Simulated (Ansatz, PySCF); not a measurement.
C6H6, SMILES c1ccccc1 (connectivity only; charge and spin as stated), charge +1, multiplicity 2. Atoms are numbered in the order given.

```xyz
12

C     -0.0228    -1.2486     0.6031
C      0.0133    -1.1629    -0.8269
C      0.0358     0.0749    -1.4247
C      0.0229     1.2486    -0.6031
C     -0.0132     1.1629     0.8269
C     -0.0358    -0.0749     1.4247
H     -0.0408    -2.2349     1.0793
H      0.0224    -2.0808    -1.4210
H      0.0633     0.1797    -2.5127
H      0.0408     2.2349    -1.0793
H     -0.0225     2.0808     1.4210
H     -0.0633    -0.1797     2.5127
```
Charge +1, spin multiplicity 2.

The structure is a stationary point at r2SCAN-D4/def2-SVP. The multiplicity is an assumed one; no other spin state was optimised.

Two levels are set side by side: PBE-D3(BJ)/def2-SVP (Ansatz, an electronic-structure program) and r2SCAN-D4/def2-SVP (Ansatz). Each level has its own optimised geometry; the coordinates shown are those of the second. Frequencies come from the Hessian of PySCF at each geometry. Differences are taken from unrounded values.

| quantity | r2SCAN-D4 |
|---|---|
| mean bond length (Å) | 1.254 |
| bond C1–C2 (Å) | 1.433 |
| bond C1–C6 (Å) | 1.433 |
| bond C2–C3 (Å) | 1.375 |
| bond C3–C4 (Å) | 1.433 |
| bond C4–C5 (Å) | 1.433 |
| bond C5–C6 (Å) | 1.375 |
| bond C1–H7 (Å) | 1.095 |
| bond C2–H8 (Å) | 1.093 |
| bond C3–H9 (Å) | 1.093 |
| bond C4–H10 (Å) | 1.095 |
| bond C5–H11 (Å) | 1.093 |
| bond C6–H12 (Å) | 1.093 |
| highest harmonic wavenumber (cm⁻¹) | 3226 |
| mean harmonic wavenumber (cm⁻¹) | 1425 |
| zero-point energy (kcal/mol) | 61.12 |

What does PBE-D3(BJ) give, and how far is it from r2SCAN-D4? (An estimate is asked for; the answer gives what the named calculation found.)


| quantity | PBE-D3(BJ) | PBE-D3(BJ) minus r2SCAN-D4 |
|---|---|---|
| mean bond length (Å) | 1.260 | 0.006 |
| bond C1–C2 (Å) | 1.438 | 0.005 |
| bond C1–C6 (Å) | 1.438 | 0.005 |
| bond C2–C3 (Å) | 1.382 | 0.008 |
| bond C3–C4 (Å) | 1.438 | 0.005 |
| bond C4–C5 (Å) | 1.438 | 0.005 |
| bond C5–C6 (Å) | 1.382 | 0.008 |
| bond C1–H7 (Å) | 1.103 | 0.007 |
| bond C2–H8 (Å) | 1.100 | 0.007 |
| bond C3–H9 (Å) | 1.100 | 0.007 |
| bond C4–H10 (Å) | 1.103 | 0.007 |
| bond C5–H11 (Å) | 1.100 | 0.007 |
| bond C6–H12 (Å) | 1.100 | 0.007 |
| highest harmonic wavenumber (cm⁻¹) | 3160 | -67 |
| mean harmonic wavenumber (cm⁻¹) | 1388 | -37 |
| zero-point energy (kcal/mol) | 59.54 | -1.58 |
